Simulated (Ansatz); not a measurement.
`CC1=CCC=C1`. Total charge 0; spin multiplicity 1.

Z-matrix (Å, degrees):
```
C
C 1 1.487
H 1 1.094 2 111.1
H 1 1.094 2 111.1 3 -118.7
H 1 1.091 2 111.4 3 120.6
C 2 1.344 1 128.0 3 -120.3
C 2 1.466 1 123.8 3 59.7
C 6 1.492 2 109.8 1 180.0
H 6 1.082 2 126.1 1 -0.0
C 7 1.340 2 109.8 1 -180.0
H 7 1.084 2 124.1 1 0.0
H 8 1.098 6 112.2 2 120.5
H 8 1.098 6 112.2 2 -120.5
H 10 1.081 7 126.8 2 180.0
```

(1) Give the diagnostics of a CCSD(T)/def2-TZVPP run (frozen core, Ansatz). (Best estimate.)

## Answers

(1) The calculation gave: T1 = 0.0107, largest single amplitude 0.014, largest double 0.079, (T) share of the correlation energy 4.6 %, 10 CCSD cycles. The RHF solution is unstable towards an unrestricted one. T1 lies under the customary mark of 0.02 for closed shells.
